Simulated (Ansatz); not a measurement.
**Which is lower?**

Two relaxed structures of CH4Si2, singlet (PBE0-D4/def2-TZVP; forces vanish, vibrations not checked).

A:

C1  (0.306, 0.015, 0.617)
Si2  (0.449, 0.226, -1.285)
Si3  (-1.362, -0.331, -0.273)
H4  (-2.082, -1.614, -0.019)
H5  (1.039, 1.474, -1.855)
H6  (0.260, 0.863, 1.300)
H7  (0.938, -0.780, 1.011)
(Å)

B:

```
7
angstrom
C -0.9410 -0.7191 -0.4379
Si 0.4277 0.4332 -0.8612
Si 0.2122 -0.4238 1.1750
H -1.9929 -0.4509 -0.3559
H 0.3016 1.6023 -1.7781
H 0.1680 1.1799 0.6340
H -0.8072 -1.7298 -0.8182
```

Ansatz 0.2.0; basis: def2-TZVPP; cores frozen in the correlated methods. B3LYP uses VWN-RPA correlation.

Which structure is lower at CCSD(T), and by how much? (To be estimated.)

The calculation gives: B, by 0.517 eV (electronic energy, against the other). By their contacts, A is CH₄Si₂ ([CH2]1[SiH][SiH]1) and B is CH₄Si₂ ([H]1[Si]2[CH2][SiH]12).

All methods give the same order:

| method | E(B) − E(A) (eV) |
| --- | --- |
| PBE-D4 | -0.563 |
| r2SCAN-D4 | -0.565 |
| PBE0-D4 | -0.617 |
| B3LYP-D4 | -0.544 |
| wB97M-V | -0.738 |
| HF | -0.622 |
| MP2 | -0.610 |
| CCSD | -0.563 |
| CCSD(T) | -0.517 |

The T1 diagnostic stays at or below 0.026. The T1 diagnostic is large here, which may signal multireference character or strong orbital relaxation, so CCSD(T) is less sure. The restricted Hartree–Fock reference is unstable towards an unrestricted one at one or more of these structures. A large double-excitation amplitude points to some diradical character; no triplet was computed.

Labels in which every atom is bracketed show which atoms are joined, not bond orders.

For scale, one of the runs: CCSD(T)/def2-TZVPP, 171 basis functions, launched by `ansatz run in.yaml --threads 2 --pin off --events-out ev --progress --plain --max-ram 4352MiB`. Time: 9 s of wall clock on 2 CPU threads of an Intel Xeon 6975P-C; the host was shared. Peak host memory: 1.4 GiB.
